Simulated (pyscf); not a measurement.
H₃C–Al(CH₃)–Cl (SMILES [CH3][Al]([CH3])[Cl]) + HF (SMILES F) -> CH₄ (SMILES C) + H₃C–Al(F)–Cl (SMILES [CH3][Al]([F])[Cl]) (four-centre exchange; singlet surface; Al–C, F–H broken, C–H, Al–F formed). Single points on ωB97X-D3(BJ)/def2-SVP structures (PySCF, gas phase). Energies in kJ/mol from the separated reactants.

```
level                   barrier  reaction energy
----------------------  -------  ---------------
ωB97X-D3(BJ)/def2-TZVP    -25.7           -190.3
PBE/def2-TZVP             -34.1           -190.6
r²SCAN/def2-TZVP          -39.6           -199.9
B3LYP-D3(BJ)/def2-TZVP    -22.6           -198.3
PBE0-D3(BJ)/def2-TZVP         ?           -186.0
HF/def2-TZVP                  ?                ?
```

Q: Some entries are withheld; supply them.

A: 
- PBE0-D3(BJ)/def2-TZVP, barrier: -30.6
- HF/def2-TZVP, barrier: 32.2
- HF/def2-TZVP, reaction energy: -210.7

On the reactant side the descent ends in an adduct with a Al–F contact, 42.4 kJ/mol under the separated species and 16.6 kJ/mol under the saddle at ωB97X-D3(BJ)/def2-TZVP. On the product side the descent ends in a complex (not fully relaxed), 18.9 kJ/mol under the separated species and 183.5 kJ/mol under the saddle at ωB97X-D3(BJ)/def2-TZVP. At ωB97X-D3(BJ), PBE, r²SCAN, B3LYP-D3(BJ), PBE0-D3(BJ) the saddle lies under the separated reactants, which points to a path from their complex (located at ωB97X-D3(BJ) alone). What is counted as formed (Al–F) is already present as a longer contact in the reactant adduct; forming that adduct is a step of its own. This is the saddle that the search found; another between the same sides may lie lower.
